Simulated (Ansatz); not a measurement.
## Nudged elastic band run: BF2H

Input:

```yaml
crystal:
  periodic: [false, false, false]
  atoms:
    - { symbol: B, position_ang: [0.27871, 0.0, 0.202862] }
    - { symbol: H, position_ang: [0.219916, 0.0, 1.389362] }
    - { symbol: F, position_ang: [1.439374, 0.0, -0.415327] }
    - { symbol: F, position_ang: [-0.814299, 0.0, -0.528096] }
basis:
  gaussian: { orbitals: def2-mTZVP }
hamiltonian:
  xc: pbe0
neb:
  order_check: false
  images: 7
  f_tol: 0.05
  max_iterations: 60
  final_atoms:
    - { symbol: B, position_ang: [-0.6139119, 1.931e-05, -0.14868524] }
    - { symbol: H, position_ang: [1.32255184, -7.0e-06, 0.52952578] }
    - { symbol: F, position_ang: [2.21324051, -6.15e-06, 0.83709815] }
    - { symbol: F, position_ang: [-1.79817945, -6.16e-06, -0.56913769] }
  initial_path:
    images:
      - { positions_ang: [[0.27871, 0.0, 0.202862], [0.219916, 0.0, 1.389362], [1.439374, 0.0, -0.415327], [-0.814299, 0.0, -0.528096]] }
      - { positions_ang: [[0.2092458, 0.0, 0.15177947], [0.35194388, 0.0, 1.33468632], [1.45792961, 0.0, -0.27473203], [-0.89541829, 0.0, -0.56293275]] }
      - { positions_ang: [[0.13978159, 0.0, 0.10069694], [0.48397177, 0.0, 1.28001063], [1.47648522, 0.0, -0.13413707], [-0.97653758, 0.0, -0.59776951]] }
      - { positions_ang: [[0.07031739, 0.0, 0.04961441], [0.61599965, 0.0, 1.22533495], [1.49504083, 0.0, 0.0064579], [-1.05765687, 0.0, -0.63260626]] }
      - { positions_ang: [[0.00085319, 0.0, -0.00146812], [0.74802754, 0.0, 1.17065927], [1.51359643, 0.0, 0.14705287], [-1.13877616, 0.0, -0.66744302]] }
      - { positions_ang: [[-0.15283808, 4.83e-06, -0.0382724], [0.89165861, -1.75e-06, 1.0103759], [1.68850745, -1.54e-06, 0.31956419], [-1.30362698, -1.54e-06, -0.64286669]] }
      - { positions_ang: [[-0.30652936, 9.66e-06, -0.07507668], [1.03528969, -3.5e-06, 0.85009253], [1.86341847, -3.08e-06, 0.49207551], [-1.4684778, -3.08e-06, -0.61829036]] }
      - { positions_ang: [[-0.46022063, 1.448e-05, -0.11188096], [1.17892076, -5.25e-06, 0.68980915], [2.03832949, -4.61e-06, 0.66458683], [-1.63332863, -4.62e-06, -0.59371402]] }
      - { positions_ang: [[-0.6139119, 1.931e-05, -0.14868524], [1.32255184, -7.0e-06, 0.52952578], [2.21324051, -6.15e-06, 0.83709815], [-1.79817945, -6.16e-06, -0.56913769]] }
```

Launched with:

```bash
$ ansatz run input.yaml --threads 1 --pin off --max-ram 2048MiB --backend cpu --events-out ev --progress --plain --runs-dir out
```

Output, in part (warnings, iteration lines, the closing report on the highest movable image, with atoms numbered from 0):

```
NEB end point (image 0): max|allowed force component| = 6.683e-3 eV/Å (the criterion of neb.relax_end_points is 1.000e-2)
NEB end point (image 8): max|allowed force component| = 2.539e-3 eV/Å (the criterion of neb.relax_end_points is 1.000e-2)
NEB iter   1: max|band force component| = 6.114e0 eV/Å  barrier→ = 5.8562 eV  barrier← = 2.0135 eV  Δτ_max = 0.2000 Å  (214 SCF iters)
NEB iter   2: max|band force component| = 4.625e0 eV/Å  barrier→ = 5.7163 eV  barrier← = 1.8735 eV  Δτ_max = 0.1966 Å  (216 SCF iters)
NEB iter   3: max|band force component| = 3.388e0 eV/Å  barrier→ = 4.9344 eV  barrier← = 1.0917 eV  Δτ_max = 0.1815 Å  (206 SCF iters)
NEB iter   4: max|band force component| = 2.736e0 eV/Å  barrier→ = 4.7757 eV  barrier← = 0.9330 eV  Δτ_max = 0.0729 Å  (203 SCF iters)
NEB iter   5: max|band force component| = 9.364e-1 eV/Å  barrier→ = 4.7483 eV  barrier← = 0.9056 eV  Δτ_max = 0.1619 Å  (192 SCF iters)
NEB iter   6: max|band force component| = 1.428e0 eV/Å  barrier→ = 4.5724 eV  barrier← = 0.7297 eV  Δτ_max = 0.0827 Å  (199 SCF iters)
NEB iter   7: max|band force component| = 7.708e-1 eV/Å  barrier→ = 4.6955 eV  barrier← = 0.8528 eV  Δτ_max = 0.0821 Å  (188 SCF iters)
NEB iter   8: max|band force component| = 4.583e0 eV/Å  barrier→ = 4.7071 eV  barrier← = 0.8644 eV  Δτ_max = 0.0410 Å  (189 SCF iters)
NEB iter   9: max|band force component| = 2.451e-1 eV/Å  barrier→ = 4.6936 eV  barrier← = 0.8509 eV  CI = image 3  Δτ_max = 0.0178 Å  (187 SCF iters)
NEB iter  10: max|band force component| = 8.720e-2 eV/Å  barrier→ = 4.6909 eV  barrier← = 0.8482 eV  CI = image 3  Δτ_max = 0.0198 Å  (191 SCF iters)
NEB iter  11: max|band force component| = 4.555e-2 eV/Å  barrier→ = 4.6906 eV  barrier← = 0.8479 eV  CI = image 3  Δτ_max = 0.0000 Å  (349 SCF iters)
Total energy: -6120.97167618 eV, -224.9415601559 hartree
Atom 0 at    -0.324698    -0.000000     0.336348 Å, force    -0.027243    -0.000000    -0.042386 eV/Å
Atom 1 at     0.856995     0.000005     1.023294 Å, force     0.002521     0.000000     0.006518 eV/Å
Atom 2 at     1.510163    -0.000004     0.071052 Å, force     0.001903    -0.000000    -0.004400 eV/Å
Atom 3 at    -0.918760     0.000000    -0.781893 Å, force     0.022819     0.000000     0.040268 eV/Å
Dipole moment:    -0.299599     0.000001     0.070162 e Å
```

The forces met the threshold. Neighbouring images differ by up to 2.4 eV, so the band resolves the path poorly. A vibrational analysis at the climbing image gives one clearly imaginary mode, 1326i cm⁻¹: a first-order saddle point. The orbitals stay closed-shell, which can raise the energy where a bond breaks towards radicals; this wasn't checked here.

Final band (atoms are numbered from 1 in the order of the input):

```csv
image,path coordinate (Å),energy (kcal/mol),B1–H2 (Å),B1–F3 (Å),H2–F3 (Å)
0,0.00,0.0,1.19,1.32,2.18
1,0.38,18.1,1.17,1.34,1.81
2,0.77,74.4,1.20,1.55,1.46
3,1.15,108.2,1.37,1.85,1.15
4,1.54,97.2,1.73,2.24,0.97
5,1.92,92.5,1.97,2.61,0.94
6,2.31,90.6,2.00,2.80,0.94
7,2.70,89.2,2.02,2.92,0.94
8,3.08,88.6,2.05,2.99,0.94
```

Run time: 47 s on 1 thread of Intel(R) Xeon(R) Platinum 8488C (Sapphire Rapids) (shared host), peak memory 0.12 GiB.
